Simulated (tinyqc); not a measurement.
Worked calculation: UHF in the sto-3g basis, for OH+, spin multiplicity 3. One step of it, computed by the program tinyqc.

Task: Iteration 4: diagonalisation and new density. Diagonalise F' = X^T F X, C = X C', fill 5 alpha and 3 beta electrons from the bottom; D(s) = C_occ C_occ^T. Each column has its largest component positive (the first on a tie).

extrapolated F(alpha) (hartree):
```
             1O 1s      1O 2s     1O 2px     1O 2py     1O 2pz      2H 1s
1O 1s   -20.819950  -5.318821  -0.002092  -0.004927  -0.001187  -0.133726
1O 2s    -5.318821  -2.959530  -0.007879  -0.024284  -0.006438  -0.216562
1O 2px   -0.002092  -0.007879  -0.936139   0.029891   0.031341  -0.010327
1O 2py   -0.004927  -0.024284   0.029891  -0.919008   0.033304  -0.006094
1O 2pz   -0.001187  -0.006438   0.031341   0.033304  -0.873829  -0.224230
2H 1s    -0.133726  -0.216562  -0.010327  -0.006094  -0.224230  -0.446165
```

extrapolated F(beta) (hartree):
```
             1O 1s      1O 2s     1O 2px     1O 2py     1O 2pz      2H 1s
1O 1s   -20.769951  -5.242403  -0.001622  -0.004748  -0.001570  -0.130319
1O 2s    -5.242403  -2.588353   0.011933   0.038320  -0.073747  -0.199578
1O 2px   -0.001622   0.011933  -0.193673  -0.226336  -0.162690  -0.057220
1O 2py   -0.004748   0.038320  -0.226336  -0.336038  -0.220334  -0.075517
1O 2pz   -0.001570  -0.073747  -0.162690  -0.220334  -0.214652  -0.163331
2H 1s    -0.130319  -0.199578  -0.057220  -0.075517  -0.163331  -0.468396
```

X:
```
            1O 1s      1O 2s    1O 2px    1O 2py     1O 2pz      2H 1s
1O 1s    1.021970  -0.123088  0.000000  0.000000  -0.000422   0.005055
1O 2s   -0.123088   1.024905  0.000000  0.000000   0.003181  -0.044664
1O 2px   0.000000   0.000000  1.000000  0.000000   0.000000   0.000000
1O 2py   0.000000   0.000000  0.000000  1.000000   0.000000   0.000000
1O 2pz  -0.000422   0.003181  0.000000  0.000000   1.003379  -0.047670
2H 1s    0.005055  -0.044664  0.000000  0.000000  -0.047670   1.006263
```

Give: F' = X^T F X; orbital energies; coefficients C; F' = X^T F X; orbital energies; coefficients C; D(alpha) after iteration 4; D(beta) after iteration 4.

Result:

F' = X^T F X (alpha) (hartree):
```
         1       2       3       4       5       6
1  -20.453  -2.655  -0.001  -0.002  -0.003   0.009
2   -2.655  -2.065  -0.007  -0.024   0.003  -0.096
3   -0.001  -0.007  -0.936   0.030   0.032  -0.012
4   -0.002  -0.024   0.030  -0.919   0.034  -0.007
5   -0.003   0.003   0.032   0.034  -0.859  -0.164
6    0.009  -0.096  -0.012  -0.007  -0.164  -0.418
```

orbital energies (alpha) (hartree): MO1 -20.828, MO2 -1.697, MO3 -0.959, MO4 -0.946, MO5 -0.863, MO6 -0.356

coefficients C (alpha):
```
           MO1     MO2     MO3     MO4     MO5     MO6
1O 1s    0.995  -0.264  -0.003   0.001   0.013   0.023
1O 2s    0.022   1.025   0.013  -0.010  -0.055  -0.114
1O 2px   0.000   0.009   0.853  -0.211   0.476  -0.037
1O 2py   0.000   0.030  -0.494  -0.623   0.606  -0.029
1O 2pz   0.000   0.009  -0.165   0.715   0.584  -0.360
2H 1s   -0.001   0.032  -0.029   0.179   0.205   0.970
```

F' = X^T F X (beta) (hartree):
```
         1       2       3       4       5       6
1  -20.414  -2.627  -0.003  -0.010   0.005   0.009
2   -2.627  -1.695   0.014   0.043  -0.066  -0.091
3   -0.003   0.014  -0.194  -0.226  -0.160  -0.050
4   -0.010   0.043  -0.226  -0.336  -0.217  -0.067
5    0.005  -0.066  -0.160  -0.217  -0.202  -0.130
6    0.009  -0.091  -0.050  -0.067  -0.130  -0.446
```

orbital energies (beta) (hartree): MO1 -20.776, MO2 -1.349, MO3 -0.728, MO4 -0.380, MO5 -0.028, MO6 -0.027

coefficients C (beta):
```
           MO1     MO2     MO3     MO4     MO5     MO6
1O 1s    0.996  -0.259   0.018   0.030  -0.007  -0.009
1O 2s    0.018   1.019  -0.083  -0.142   0.025   0.033
1O 2px   0.000  -0.003   0.448  -0.271   0.708  -0.475
1O 2py   0.000  -0.022   0.610  -0.366  -0.056   0.700
1O 2pz   0.000   0.063   0.468  -0.127  -0.700  -0.529
2H 1s   -0.001   0.061   0.413   0.895   0.164   0.123
```

D(alpha) after iteration 4:
```
         1O 1s   1O 2s  1O 2px  1O 2py  1O 2pz   2H 1s
1O 1s    1.059  -0.250   0.001   0.001   0.007  -0.007
1O 2s   -0.250   1.055  -0.004  -0.003  -0.032   0.019
1O 2px   0.001  -0.004   0.999  -0.001  -0.013   0.036
1O 2py   0.001  -0.003  -0.001   0.999  -0.010   0.028
1O 2pz   0.007  -0.032  -0.013  -0.010   0.880   0.253
2H 1s   -0.007   0.019   0.036   0.028   0.253   0.076
```

D(beta) after iteration 4:
```
         1O 1s   1O 2s  1O 2px  1O 2py  1O 2pz   2H 1s
1O 1s    1.059  -0.247   0.009   0.017  -0.008  -0.009
1O 2s   -0.247   1.046  -0.041  -0.073   0.025   0.028
1O 2px   0.009  -0.041   0.200   0.273   0.210   0.185
1O 2py   0.017  -0.073   0.273   0.373   0.285   0.251
1O 2pz  -0.008   0.025   0.210   0.285   0.223   0.197
2H 1s   -0.009   0.028   0.185   0.251   0.197   0.174
```
